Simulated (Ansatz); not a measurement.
Lattice constant a (Å) of a set of cubic elemental metals (24 solids), computed with PBE in Ansatz (plane waves, PAW) and with B3LYP (VWN-RPA form) in Ansatz (PAW). The set holds measured phases with no doubt noted on the run or the magnetic state but for the caveats below. 18 more of the class have both values but aren't in it, for one of these reasons: built or high-temperature cells, doubts on the run or the magnetic state, unlike cells, values of zero, layered or molecular crystals, cells that aren't cubic. Solids without a value at one level (not run, failed, or a magnetic order lost), or held back for tests, aren't counted.

All rows, in order of the shift (worked out from unrounded values):

| solid | PBE | B3LYP (VWN-RPA form) | shift (%) |
|---|---|---|---|
| bcc V | 2.997 | 2.986 | -0.36 |
| bcc Li | 3.435 | 3.434 | -0.01 |
| bcc Na | 4.197 | 4.205 | +0.19 |
| bcc Ta | 3.319 | 3.332 | +0.38 |
| fcc Ir | 3.871 | 3.885 | +0.38 |
| bcc W | 3.184 | 3.196 | +0.39 |
| fcc Rh | 3.830 | 3.845 | +0.39 |
| bcc Mo | 3.161 | 3.174 | +0.42 |
| fcc Al | 4.040 | 4.061 | +0.53 |
| fcc Sr | 6.030 | 6.071 | +0.68 |
| bcc Nb | 3.310 | 3.333 | +0.69 |
| fcc Pt | 3.970 | 4.001 | +0.78 |
| fcc Ca | 5.526 | 5.569 | +0.78 |
| bcc K | 5.284 | 5.329 | +0.86 |
| fcc Ni | 3.519 | 3.549 | +0.86 |
| fcc Pd | 3.943 | 3.988 | +1.15 |
| bcc Rb | 5.670 | 5.749 | +1.39 |
| fcc Pb | 5.040 | 5.123 | +1.63 |
| fcc Cu | 3.629 | 3.690 | +1.68 |
| fcc Au | 4.158 | 4.229 | +1.70 |
| fcc Ag | 4.147 | 4.231 | +2.01 |
| bcc Cs | 6.162 | 6.311 | +2.43 |
| bcc Ba | 5.021 | 5.159 | +2.74 |
| bcc Fe | 2.831 | 2.923 | +3.24 |

The shift from PBE to B3LYP (VWN-RPA form) has a median of +0.78 %, and eight in ten lie between +0.25 % and +2.30 %; B3LYP (VWN-RPA form) is the larger in 22 and the smaller in 2 of 24.

Ansatz's runs of these crystals have no spin polarisation, but for bcc Fe, fcc Ni. Meta-GGAs and exact exchange favour moments, which can bear on fcc Pd, bcc Fe, bcc V, fcc Pt, fcc Rh, fcc Ni.

Density-functional runs with spin start from parallel moments for bcc Fe, parallel moments for fcc Ni.

Spin–orbit coupling is left out, also for the solids with elements from indium on (bcc Ta, fcc Pt, bcc Ba, bcc W, fcc Ir, bcc Cs, fcc Pb, fcc Au); its size isn't shown.

Exact exchange on metals is sensitive to the k mesh.

Caveats: the cell is over a tenth larger than the published one: the level's own overestimate first of all, though another phase or state, or a fault of the published cell, is possible (B3LYP (VWN-RPA form): fcc Ag, fcc Pb, fcc Au). Ansatz's density-functional and Hartree–Fock values are scalar-relativistic unless marked +SOC, with PAW data made under PBE.

Ansatz is a program for electronic structure.
